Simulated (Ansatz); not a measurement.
A made-up structure of CH4ClSi (charge -1), singlet:

C1  (-0.440, 0.282, -0.233)
Si2  (1.034, -0.185, -0.494)
Cl3  (0.101, -1.929, 0.492)
H4  (-0.145, 1.253, -0.426)
H5  (-0.994, 0.234, 0.809)
H6  (-1.039, -0.321, -0.983)
H7  (1.483, 0.667, 0.835)
(Å)

It is relaxed with PBE-D4/def2-SVPD and then PBE0-D4/def2-TZVPD (Ansatz 0.2.0). Atoms count as bonded within 1.22 times the sum of their covalent radii (H–H: 0.88 Å). The end point is not checked to be a true minimum.

Does its bonding change? (Judge from chemistry; the calculation decides.)

By the calculation: No: no bond forms or breaks.

Where it ends: The first stage lowers the energy by 3.70 eV in 7 steps. It ends as CH₄ClSi ([CH3][SiH][Cl]), total charge -1:
```tsv
atom	x (Å)	y (Å)	z (Å)
C1	-0.5917	0.4454	-0.3223
Si2	1.1653	-0.3810	-0.3369
Cl3	0.5751	-2.2691	0.7339
H4	-0.4764	1.5047	-0.5908
H5	-1.0932	0.3874	0.6497
H6	-1.2418	-0.0142	-1.0741
H7	1.6627	0.3268	0.9405
```

Labels in which every atom is bracketed show which atoms are joined, not bond orders.

For scale, one of the runs: PBE0-D4/def2-TZVPD relaxation, 162 basis functions, launched by `ansatz run in.yaml --threads 2 --pin off --events-out ev --progress --plain --max-ram 4352MiB`. The run took about 25 s on 2 CPU threads of an Arm Neoverse V1 (shared host).
